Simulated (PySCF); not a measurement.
Molecule: `CCN`, C2H7N.

Mapped SMILES: `[CH3:1][CH2:2][NH2:3]`. Hydrogens are named by the atom that carries them.

Geometry PBE0-D3(BJ)/def2-SVP throughout; GIAO in PySCF 2.14, gas phase, one conformer, non-relativistic; equivalent atoms averaged; functional PBE0.

Q: How do the shifts δ (against TMS, NH3 at the same level) depend on the basis set? (ppm; last column core-seconds on shared hosts with different chips, so compare them loosely)

A: 
```tsv
basis set	functions	C2	C1	N3	H(C2)	H(C1)	H(N3)	core-s
STO-3G	22	40.3	19.9	11.3	1.42	0.88	-0.48	1.2
6-31G	41	37.1	19.1	30.3	2.81	1.25	-0.08	2.5
pcSseg-0	41	40.7	21.4	33.5	2.73	1.34	-0.48	1.8
6-31G*	56	37.4	18.3	29.1	2.75	1.05	-0.09	2.9
def2-SVP	77	37.2	18.2	34.6	2.55	0.93	-0.14	3.5
cc-pVDZ	77	39.4	19.7	37.1	2.71	0.97	-0.16	2.9
pcSseg-1	86	40.4	19.5	40.2	2.72	1.09	0.13	4.5
6-311+G(2d,p)	123	39.4	18.4	38.7	2.82	1.02	0.16	6
aug-cc-pVDZ	132	38.7	18.9	37.9	2.88	1.11	0.35	5.3
def2-TZVP	135	41.0	19.1	40.2	2.79	1.02	0.09	7
IGLO-III	175	41.0	19.5	39.4	2.82	1.03	0.28	7.4
cc-pVTZ	188	40.0	19.0	40.7	2.78	1.02	0.17	8.4
pcSseg-2	206	41.7	19.9	40.0	2.80	1.05	0.40	12
```

Q: Which nucleus moves most, in ppm?

A: N3 (amine nitrogen): from 11.3 ppm with STO-3G to 40.7 ppm with cc-pVTZ. The smallest spread is 0.45 ppm, at H(C1). Proton shifts span only some 12 ppm, so a few tenths of a ppm matter as much there as several ppm in carbon.

Q: Taking the largest basis, pcSseg-2 (206 functions), as the yardstick, rank the others by their worst heavy-atom deviation.

A: IGLO-III 0.8 ppm (175 functions), def2-TZVP 0.8 ppm (135 functions), pcSseg-1 1.4 ppm (86 functions), cc-pVTZ 1.7 ppm (188 functions), 6-311+G(2d,p) 2.3 ppm (123 functions), cc-pVDZ 2.9 ppm (77 functions), aug-cc-pVDZ 3.1 ppm (132 functions), def2-SVP 5.4 ppm (77 functions), pcSseg-0 6.5 ppm (41 functions), 6-31G 9.8 ppm (41 functions), 6-31G* 10.9 ppm (56 functions), STO-3G 28.7 ppm (22 functions).

A small basis that lands close on one nucleus may do so by chance; judge by the trend and by all nuclei.
